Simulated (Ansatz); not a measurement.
A nudged elastic band was laid between two geometries of C3H6ClN (11 atoms, charge 0, multiplicity 1).

Computed with Ansatz, RHF/def2-SVP.

| Property | Result |
| --- | --- |
| movable images | 9 |
| climbing image | yes |
| spring | 5.0 eV/Å² |
| optimiser | quadratic models (default) |
| start path | through a guess of the saddle point |
| force threshold | 0.05 eV/Å |
| iteration limit | 17 |
| end points | relaxed |

Image 0:

```xyz
11
Properties=species:S:1:pos:R:3
C -1.487 1.181 -0.093
N -0.776 -0.074 -0.075
C 0.446 -0.171 0.036
C 1.208 -1.460 0.059
Cl 1.514 1.254 0.192
H -1.167 1.800 -0.933
H -2.552 0.987 -0.188
H -1.314 1.746 0.824
H 1.754 -1.555 0.998
H 1.934 -1.482 -0.753
H 0.507 -2.283 -0.047
```

Image 10:

```xyz
11
Properties=species:S:1:pos:R:3
C -1.458 1.202 -0.207
N -0.715 -0.029 -0.317
C 0.425 -0.186 0.118
C 1.218 -1.452 0.019
Cl 1.322 1.114 0.956
H -2.432 1.074 -0.674
H -1.605 1.481 0.837
H -0.937 2.022 -0.703
H 1.480 -1.810 1.015
H 2.145 -1.273 -0.526
H 0.622 -2.200 -0.498
```

Q: Which bonds break or form, and what moves?

A: No bond is made or broken. The dihedral H8–C1–N2–C3 goes from -59 to 60°. The two ends are copies of one structure, up to a mirror image or an exchange of like atoms.

Q: What energy profile does the band end with?

A: The run converged. The highest image is number 0 of 0 to 10, 0.000 eV above the ends, which have the same energy within 2 meV. The highest image is an end point: on this band no image between the ends rises above it. Inner images lie up to 0.008 eV below the lower end, so the ends aren't the lowest states on this path.

| image | path coordinate (Å) | energy (eV) | dihedral H8–C1–N2–C3 (°) |
| --- | --- | --- | --- |
| 0 | 0.00 | 0.000 | -59 |
| 1 | 0.32 | 0.000 | -47 |
| 2 | 0.63 | -0.001 | -35 |
| 3 | 0.95 | -0.004 | -23 |
| 4 | 1.26 | -0.007 | -11 |
| 5 | 1.57 | -0.008 | 0 |
| 6 | 1.89 | -0.007 | 12 |
| 7 | 2.20 | -0.004 | 24 |
| 8 | 2.52 | -0.001 | 36 |
| 9 | 2.83 | 0.000 | 48 |
| 10 | 3.13 | 0.000 | 60 |

The run took 2.7 min on 1 thread of Intel(R) Xeon(R) Platinum 8488C (Sapphire Rapids), with other jobs on the host, peak memory 0.22 GiB.
